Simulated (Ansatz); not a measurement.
The cluster BO2H. The state is a singlet with charge 0. Geometry PBE0-D4/def2-TZVP.

Cartesian coordinates in Å:
```
B -0.206 -0.290 -0.364
O -0.064 0.776 0.404
O -0.376 -1.243 -1.090
H 0.646 0.757 1.050
```

The structure comes from a short search, and lower isomers may exist.

(1) Estimate the orbital energies around the gap (eV) in Ansatz with PBE-D4/def2-TZVPD, revPBE-D4/def2-TZVP, r2SCAN-D4/def2-TZVPD, PBE0-D4/def2-SVP, PBE0-D4/def2-TZVP.

Answers

(1) 
```csv
orbital,PBE-D4/def2-TZVPD,revPBE-D4/def2-TZVP,r2SCAN-D4/def2-TZVPD,PBE0-D4/def2-SVP,PBE0-D4/def2-TZVP
HOMO−5,-15.51,-15.40,-16.04,-17.23,-17.43
HOMO−4,-11.20,-11.07,-11.69,-12.78,-13.09
HOMO−3,-10.41,-10.26,-10.84,-11.99,-12.23
HOMO−2,-9.66,-9.54,-10.10,-11.32,-11.56
HOMO−1,-8.17,-8.03,-8.45,-9.48,-9.68
HOMO,-7.84,-7.69,-8.14,-9.16,-9.39
LUMO,-1.63,-1.27,-0.99,0.21,-0.48
LUMO+1,0.16,0.42,0.73,1.74,1.37
LUMO+2,0.49,1.06,1.16,2.45,1.88
LUMO+3,0.81,1.08,1.39,2.82,1.93
LUMO+4,1.21,2.98,1.80,6.91,3.74
LUMO+5,1.62,3.34,2.24,8.31,4.25
```
